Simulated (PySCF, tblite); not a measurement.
**Complex of borane and dinitrogen**

A gas-phase complex of borane and dinitrogen; neutral, singlet. The structure comes from a short search (6 tight-binding starts) and was relaxed by PBE0-D3(BJ)/def2-TZVPD; another way of binding may lie lower. Frequencies by PBE0-D3(BJ)/def2-TZVPD show no clear imaginary mode.

```csv
part,name,SMILES,atoms,charge,multiplicity
1,borane,B,1–4,0,1
2,dinitrogen,N#N,5–6,0,1
```

Coordinates in Å:
```
B1      0.310    0.020    0.376
H2     -0.463   -0.788    0.824
H3     -0.192    1.058    0.025
H4      1.122   -0.432   -0.391
N5      1.156    0.423    1.597
N6      1.757    0.706    2.465
```

| contact | kind (by geometry) | distance (Å) | angle (°) |
| --- | --- | --- | --- |
| B1···N5 | bond | 1.538 | - |

The parts are joined by the bond B1–N5, so these are energies of forming such bonds; deforming the relaxed parts to their shape in the adduct costs 10.6 kcal/mol, which the interaction energies leave out.

Interaction energies are complex less parts, with the parts frozen as they stand in it; counterpoise-corrected, in kcal/mol (PySCF). The CCSD(T) estimate is Hartree-Fock/aug-cc-pVQZ, plus the MP2 correlation part extrapolated as X⁻³ from aug-cc-pVTZ and aug-cc-pVQZ, plus CCSD(T) less MP2 in aug-cc-pVDZ; noble-gas cores are frozen. It isn't the exact limit.

| level | interaction | superposition error removed |
| --- | --- | --- |
| Hartree-Fock/aug-cc-pVQZ | -0.79 | - |
| wB97M-D3(BJ)/def2-TZVPD | -16.74 | -0.17 |
| PBE0-D3(BJ)/def2-TZVPD | -24.03 | -0.18 |
| MP2/aug-cc-pVQZ | -17.22 | -0.79 |

Q: What does CCSD(T) at its estimated basis limit give, and which of these levels comes nearest?

A: -15.39 kcal/mol. wB97M-D3(BJ)/def2-TZVPD is nearest, off by -1.35; the errors are Hartree-Fock/aug-cc-pVQZ +14.60, wB97M-D3(BJ)/def2-TZVPD -1.35, PBE0-D3(BJ)/def2-TZVPD -8.64, MP2/aug-cc-pVQZ -1.83.

Q: What holds them together? Decompose the wB97M-D3(BJ)/def2-TZVPD energy: frozen parts, their antisymmetrised product, then relaxation.

A: electrostatic -51.7, Pauli repulsion +118.5, orbital relaxation -82.3, dispersion correction -1.4 kcal/mol, which sum to the value before the counterpoise correction; the Pauli term holds the exchange-correlation of the frozen density too. Of the attraction, 61 % is orbital relaxation, 38 % is electrostatic, 1 % is dispersion correction.

The parts were also relaxed and run alone, at the levels used for the complex: shieldings by PBE0/pcSseg-2; core levels by delta-SCF with SCAN, pcX-2 on the ionised atom and pcseg-1 elsewhere, spin-free X2C.

Values alone: shielding of B1 (ppm): 2.7; shielding of N5 (ppm): -86.7; B1 1s core level (eV): 197.47; N5 1s core level (eV): 409.84.

Q: What does binding change?

A: 
```tsv
property	alone	in the complex	change
shielding of B1 (ppm)	2.7	139.6	+136.9
shielding of N5 (ppm)	-86.7	-53.9	+32.8
B1 1s core level (eV)	197.47	195.56	-1.91
N5 1s core level (eV)	409.84	410.29	+0.45
```

The core-hole state of N5 is spin-contaminated (⟨S²⟩ 0.82 against 0.75 for a pure doublet), so that value and differences from it are less sure.

The 6 runs behind this took 6.7 min in all, one thread each of Arm Neoverse N1 on a shared host, launched as `OMP_NUM_THREADS=1 python cluster_run.py task.json out`.
